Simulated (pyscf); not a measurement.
Hydrogen abstraction: HN=SiH₂ + H• -> [HN=SiH]• + H₂

Gas phase, doublet surface, charge 0. Bonds broken: Si2–H4. Bonds formed: H4–H6. Optimised with ωB97X-D3(BJ)/def2-SVP in PySCF.

Transition state (Å):

```xyz
6

N      0.2229    -1.6663     0.9003
Si     0.9706    -0.5867    -0.0048
H     -0.2867    -1.4346     1.7497
H      1.0930     0.9521     0.1742
H      1.6821    -1.0463    -1.2234
H      1.2464     2.2888     0.2583
```

One imaginary mode, 835i cm⁻¹; descent along it reached the two sides named.

```csv
bond,change,reactant side (Å),saddle,product side
Si2–H4,breaks,1.493,1.554,3.3
H4–H6,forms,3.4,1.348,0.761
```

Electronic energies relative to the separated reactants (kJ/mol):

```tsv
level	barrier	reaction energy	reverse barrier
ωB97X-D3(BJ)/def2-TZVP	15.7	-89.4	105.0
PBE/def2-TZVP	-4.5	-107.0	102.5
r²SCAN/def2-TZVP	-9.1	-109.9	100.9
B3LYP-D3(BJ)/def2-TZVP	-3.9	-111.9	108.1
PBE0-D3(BJ)/def2-TZVP	3.8	-95.6	99.4
M06-2X/def2-TZVP	18.0	-98.8	116.9
ωB97M-D3(BJ)/def2-TZVP	15.8	-94.7	110.4
HF/def2-TZVP	42.7	-63.5	106.1
```

With ωB97M-D3(BJ)/def2-TZVP energies and thermal terms (ideal gas, 1 atm, RRHO with modes under 100 cm⁻¹ raised to 100, one conformer, R ln 2 for chiral ones without a mode under 150 cm⁻¹), in kJ/mol:

| T (K) | ΔH‡ | ΔG‡ | ΔH | ΔG |
|---|---|---|---|---|
| 298 | 10.6 | 36.3 | -92.5 | -98.1 |
| 600 | 9.4 | 62.8 | -92.3 | -104.0 |
| 900 | 8.7 | 89.7 | -93.9 | -109.5 |
| 1200 | 8.0 | 116.8 | -96.5 | -114.4 |

At PBE, r²SCAN, B3LYP-D3(BJ) this geometry lies under the reactants; that is no barrier but a single point on another level's saddle; such a level's own saddle, if it has one, lies nearer that side and is low. HN=SiH₂ lies 76.0 kJ/mol over its isomer H₂N–SiH: [singlet] (electronic energy, ωB97M-D3(BJ)/def2-TZVP). This is the saddle that the search found; another between the same sides may lie lower. The angle at the transferred H is 176°.
